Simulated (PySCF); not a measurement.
**USVWN5/cc-pVTZ run of BH2 (boron dihydride)**

What is the vertical ionisation energy of BH2 (boron dihydride) at USVWN5/cc-pVTZ? The job is set up through a Python script.

The calculation is run with PySCF 2.14.0.

2 further runs of the same task are left out: 2 set aside as unsound or not needed.

## (1) The structure to begin with

BH2: 3 atoms, total charge 0, spin state doublet. SMILES: `[BH2]`. The shape is that of a GFN2-xTB optimisation.

Bond lengths: B1–H2 1.159 Å, B1–H3 1.159 Å. Angles: H2–B1–H3 128.4°.

## (2) The energy at USVWN5/cc-pVTZ

Input file job.py:

```python
from pyscf import gto, dft

mol = gto.M(
    atom='B 0.262840 -0.166230 0.128640; H 0.280020 0.985320 0.260980; H -0.542860 -0.819090 -0.389630',
    max_memory=1860,
    basis='cc-pvtz',
    spin=1,
    verbose=3,
)

myscf = dft.UKS(mol, xc='svwn')
myscf.grids.level = 5
myscf.conv_tol = 1e-10
myscf.kernel()
if not myscf.converged:
    myscf = myscf.newton().run(myscf.mo_coeff, myscf.mo_occ)

e_final = myscf.e_tot
print('Final energy', e_final)
```

Launch:

```console
$ OMP_NUM_THREADS=1 python job.py
```

Output:

```text
converged SCF energy = -25.6075136381577  <S^2> = 0.75120401  2S+1 = 2.0012037
Final energy -25.607513638157677
```

Wall time 2.6 s (1 thread of Arm Neoverse V2, shared host); peak memory 0.18 GiB.

## (3) The singlet cation

Input file calc.py:

```python
from pyscf import gto, dft

mol = gto.Mole()
mol.atom = [
    ('B', (0.262840, -0.166230, 0.128640)),
    ('H', (0.280020, 0.985320, 0.260980)),
    ('H', (-0.542860, -0.819090, -0.389630)),
]
mol.max_memory = 1860
mol.charge = 1
mol.verbose = 3
mol.basis = 'cc-pvtz'
mol.spin = 0
mol.build()

mf = dft.RKS(mol)
mf.xc = 'svwn'
mf.conv_tol = 1e-10
mf.grids.level = 5
mf.kernel()
if not mf.converged:
    mf = mf.newton().run(mf.mo_coeff, mf.mo_occ)

e_final = mf.e_tot
print('Final energy', e_final)
```

Launch:

```console
$ OMP_NUM_THREADS=1 python calc.py
```

Output:

```text
converged SCF energy = -25.2683478903193
Final energy -25.26834789031929
```

Run time: 1.7 s. Hardware: 1 thread of Arm Neoverse V2, shared host; peak memory 0.18 GiB.

## (4) Results

Level: USVWN5/cc-pVTZ.

| quantity | value |
| --- | --- |
| doublet BH2: total energy | -25.60751 Eh |
| doublet BH2: dipole moment | 0.53 D |
| doublet BH2: HOMO energy (highest over α and β) | -4.85 eV |
| doublet BH2: LUMO energy (lowest over α and β) | -3.76 eV |
| doublet BH2: ⟨S²⟩ | 0.751 |
| singlet cation: total energy | -25.26835 Eh |
| singlet cation: HOMO energy | -18.25 eV |
| singlet cation: LUMO energy | -13.51 eV |
| singlet cation: HOMO–LUMO gap | 4.74 eV |
| vertical ionisation energy (to the singlet cation) | 9.229 eV |

In words: The vertical ionisation energy comes to 9.23 eV (890 kJ/mol). Only the singlet of the ionised species was computed; a triplet could lie lower. Mulliken charges (doublet BH2) run from -0.22 on B1 to +0.11 on H2; they depend strongly on the basis.
